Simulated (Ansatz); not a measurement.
**Al2H (quartet): the correlation ladder at a displaced geometry (v1), cc-pVTZ**

An exercise on one series of results from a longer session: the logs are not shown, and one member is left open.

Method: cc-pVTZ, core rule «outside noble gas», up to 10 orbitals frozen; program: Ansatz 0.2.0, Gaussian basis.

Plan: UHF; CCSD(T) on ROHF; CCSD(T) on UHF; BCCD(T) on ROHF; CCSDT(Q) on ROHF; CCSDT(Q) on UHF; CASSCF and MRCISD+Q, 7 electrons in 9 orbitals; CASSCF and NEVPT2, 7 electrons in 9 orbitals.

27 further runs of the same task are left out: 6 for a known fault of the program, 7 that didn't finish, 14 set aside as unsound or not needed.

**The geometry**

The geometry is a PBE0/def2-TZVP stationary point (not a proven minimum) with its atoms shifted at random (size 0.040 Å).

3 atoms, charge 0, spin multiplicity 4.

Atoms are counted from 1 here; the program's logs count them from 0.

Bond lengths: Al1–Al2 2.372 Å, Al1–H3 1.531 Å. Angles: Al2–Al1–H3 177.9°.

The first run:

The input, in.yaml:

```yaml
crystal:
  periodic: [false, false, false]
  atoms:
    - {symbol: Al, position_ang: [-0.015433, -0.009008, 0.280696]}
    - {symbol: Al, position_ang: [-0.016266, -0.025151, -2.090873]}
    - {symbol: H, position_ang: [0.031698, 0.034159, 1.810177]}
basis:
  gaussian: {orbitals: cc-pVTZ}
magnetization: {spin_polarized: true, initial_magnetization: 3}
hamiltonian: {xc: hf}
output: {orbitals: {seedname: orbitals}}
```

The run is started by

```console
ansatz run in.yaml --threads 1 --pin off --events-out ev --progress --plain --max-ram 2393MiB
```

Steps of the session up to this table: UHF; CCSD(T) on ROHF; CCSD(T) on UHF; BCCD(T) on ROHF; CCSDT(Q) on ROHF; CCSDT(Q) on UHF; CASSCF and MRCISD+Q, 7 electrons in 9 orbitals; CASSCF and NEVPT2, 7 electrons in 9 orbitals.

One of the session's tables, all rows but one given; the rest of the session is left out.

```
          method  from UCCSDT(Q) (kJ/mol)
            ROHF                   +368.0
             UHF                   +360.3
            RMP2                    +86.3
            UMP2                    +89.1
           RCCSD                    +24.2
           UCCSD                    +23.7
        RCCSD(T)                     +5.6
        UCCSD(T)                     +5.6
         BCCD(T)                     +5.6
          RCCSDT                        ?
          UCCSDT                     +1.3
       RCCSDT(Q)                     +0.2
       UCCSDT(Q)                        0
  CASSCF valence                   +227.6
  NEVPT2 valence                    +67.9
  MRCISD valence                    +16.3
MRCISD+Q valence                     +2.0
```

**Question.** Estimate the row for RCCSDT.

As computed: from UCCSDT(Q) (kJ/mol): +1.4. In the column «from UCCSDT(Q) (kJ/mol)» it lies between UCCSDT (+1.3) and MRCISD+Q valence (+2.0).

Among the levels timed on like hardware and quicker than the yardstick, those that no quicker one beats, quickest first: NEVPT2 valence (6 s, +67.9 kJ/mol); BCCD(T) (6.5 s, +5.6 kJ/mol); MRCISD+Q valence (10 s, +2.0 kJ/mol).

Limits of these values: Of the multireference levels listed MRCISD+Q valence comes nearest in total energy (+2.0 kJ/mol), which doesn't show that its space is the better one. Restricted and unrestricted rows rest on different reference determinants; where their highest levels disagree by more than a few hundredths of an eV, they describe different states and don't form one ladder.
